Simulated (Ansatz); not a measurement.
# Which is lower?

Two relaxed structures of C2H3S, doublet (PBE0-D4/def2-TZVP; forces vanish, vibrations not checked).

A:

C1  (1.317, -2.405, 0.593)
C2  (0.724, -1.337, 0.317)
S3  (0.117, 0.174, 0.284)
H4  (-1.219, 0.049, 0.025)
H5  (0.328, 0.647, -0.981)
H6  (-1.414, 3.090, -0.337)
(Å)

B:

```
6
angstrom
C -0.3379 0.3633 -0.3034
C 1.3296 -1.1017 1.3894
S 0.4879 -1.2426 0.0098
H -1.4135 0.1920 -0.3370
H 0.0111 0.7440 -1.2629
H -0.0772 1.0450 0.5041
```

Computed with Ansatz 0.2.0 (basis: def2-TZVPP); correlated methods freeze the cores; orbitals are unrestricted. B3LYP uses VWN-RPA correlation.

Task: Which structure is lower at CCSD(T), and by how much? (An estimate is asked for; the value comes from the calculation.)

Result: The calculation gives: B, by 4.334 eV (electronic energy, against the other). By their contacts, A is a complex of C₂H₂S ([C][C][SH2]) + H and B is C₂H₃S ([C][S][CH3]).

All methods give the same order:

| method | E(B) − E(A) (eV) |
| --- | --- |
| PBE-D4 | -4.170 |
| r2SCAN-D4 | -4.378 |
| PBE0-D4 | -4.345 |
| B3LYP-D4 | -4.320 |
| wB97M-V | -4.324 |
| HF | -4.430 |
| MP2 | -3.978 |
| CCSD | -4.440 |
| CCSD(T) | -4.334 |

No T1 diagnostic of these runs exceeds 0.025. ⟨S²⟩ of the unrestricted Hartree–Fock references: 0.75 to 0.78 (a pure state has 0.75).

Labels in which every atom is bracketed show which atoms are joined, not bond orders.

For scale, one of the runs: CCSD(T)/def2-TZVPP, 146 basis functions, launched by `ansatz run in.yaml --threads 2 --pin off --events-out ev --progress --plain --max-ram 4352MiB`. Time: 48 s of wall clock on 2 CPU threads of an Arm Neoverse V1; the host was shared. Peak host memory: 2 GiB.
